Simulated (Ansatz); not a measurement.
Cost and result for the atomization energy of `CC1OCCCO1` (17 atoms, 17 bonds).

Cartesian coordinates in Å:
```
C 1.804 0.442 0.656
C 0.390 0.291 1.191
O -0.497 1.237 0.650
C -0.841 0.991 -0.699
C -1.402 -0.408 -0.855
C -0.417 -1.392 -0.256
O -0.096 -1.022 1.070
H 1.877 0.257 -0.416
H 2.461 -0.263 1.168
H 2.156 1.457 0.849
H 0.388 0.490 2.265
H -1.573 1.755 -0.965
H 0.032 1.128 -1.354
H -1.580 -0.636 -1.910
H -2.355 -0.478 -0.324
H 0.490 -1.450 -0.875
H -0.836 -2.398 -0.193
```

Total charge 0; spin multiplicity 1. The structure was optimised at the PBE0-D4/def2-TZVP level. Program: Ansatz. All runs use 2 threads of an AMD EPYC 7R13 on a shared host and a share of an NVIDIA H100 80 GB. Times are those of one run each, without the atoms' runs, and a repeat can differ threefold. Electronic energies, without spin–orbit coupling; frozen cores. CCSD(T)/CBS adds CCSD(T) − MP2 in def2-TZVPP to the MP2 limit, and its time is that of the two runs behind it. T1 = 0.011. B3LYP takes the VWN-RPA correlation (the form of Gaussian; ORCA's B3LYP/G).

CCSD(T)/CBS is a level of theory with its own doubt, some kJ/mol a heavy atom from the limit and from the frozen cores, so smaller differences don't rank the functionals.

| level | functions | wall time |
| --- | --- | --- |
| PBE0-D4/def2-TZVPP | 357 | 1.9 s |
| PBE-D4/def2-TZVPP (with forces) | 357 | 2.7 s |
| B3LYP-D4/def2-TZVPP (with forces) | 357 | 2.8 s |
| r2SCAN-D4/def2-TZVPP (with forces) | 357 | 2.9 s |
| ωB97X-V/def2-TZVPP | 357 | 3 s |
| B2PLYP/def2-TZVPP | 357 | 3.1 s |
| ωB97M-V/def2-TZVPP (with forces) | 357 | 4.9 s |
| MP2/def2-QZVPP | 699 | 7.5 s |
| CCSD(T)/def2-TZVPP | 357 | 11 s |
| CCSD(T)/CBS(def2) | – | 18 s |

(1) What atomization energy does each give, and how far from CCSD(T)/CBS? (An estimate is asked.)

## Answers

(1) The calculation gave: 
```tsv
level	atomization (kcal/mol)	difference from CCSD(T)/CBS	per bond
PBE0-D4/def2-TZVPP	1669.2	12.4	0.7
PBE-D4/def2-TZVPP (with forces)	1699.7	42.9	2.5
B3LYP-D4/def2-TZVPP (with forces)	1654.8	-2.0	-0.1
r2SCAN-D4/def2-TZVPP (with forces)	1662.3	5.5	0.3
ωB97X-V/def2-TZVPP	1661.7	4.9	0.3
B2PLYP/def2-TZVPP	1638.7	-18.1	-1.1
ωB97M-V/def2-TZVPP (with forces)	1662.5	5.7	0.3
MP2/def2-QZVPP	1669.7	12.9	0.8
CCSD(T)/def2-TZVPP	1617.9	-38.9	-2.3
CCSD(T)/CBS(def2)	1656.8	0.0	0.0
```

From PBE to PBE0 (25 % exact exchange), in def2-TZVPP and without D4, the atomization energy moves by −29.0 kcal/mol: exact exchange takes away binding that semilocal exchange gives to molecules. The D4 term adds +14.1 kcal/mol with B3LYP and +7.5 kcal/mol with PBE0; it sums over pairs of atoms, weighted by their polarisabilities, and B3LYP, whose exchange is more repulsive, gets the larger term. In def2-TZVPP, CCSD(T) changes the Hartree–Fock value by +415.3 kcal/mol (the triples alone add +24.8 kcal/mol) and MP2 by +444.3 kcal/mol; breaking electron pairs costs correlation energy, which Hartree–Fock lacks.
